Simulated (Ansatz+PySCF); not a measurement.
Results of a calculation; reference values are marked as such.
A run of PySCF 2.14.0 on doublet C₂H₅O at this shape:

```xyz
8

C     0.9982   -0.5607    0.0000
C     0.0066    0.5811    0.0000
O    -1.2535   -0.0068    0.0000
H     0.1535    1.1971    0.8965
H     0.1535    1.1971   -0.8965
H     2.0128   -0.1565    0.0000
H     0.8628   -1.1793    0.8881
H     0.8628   -1.1793   -0.8881
```

Its results:

```yaml
Converged: yes
Reference_energy: -153.51815 hartree
Correlation_energy: -0.54119 hartree
Total_energy: -154.05935 hartree
Spin_squared_of_the_determinant: 0.759
```

(1) Which input gives this output? Name the method, the orbitals and the basis set, and write the input.

Answers

(1) UHF-MP2 in cc-pVTZ.

```python
from pyscf import gto, scf, mp

mol = gto.M(atom="""
C 0.998200 -0.560710 0.000000
C 0.006560 0.581140 0.000000
O -1.253510 -0.006820 0.000000
H 0.153510 1.197130 0.896530
H 0.153510 1.197130 -0.896530
H 2.012810 -0.156550 0.000000
H 0.862780 -1.179280 0.888070
H 0.862780 -1.179280 -0.888070
""", basis='cc-pvtz', charge=0, spin=1)
mf = scf.UHF(mol)
mf.kernel()
pt = mp.MP2(mf, frozen=3).run()
print(mf.e_tot, pt.e_corr, pt.e_tot)
```
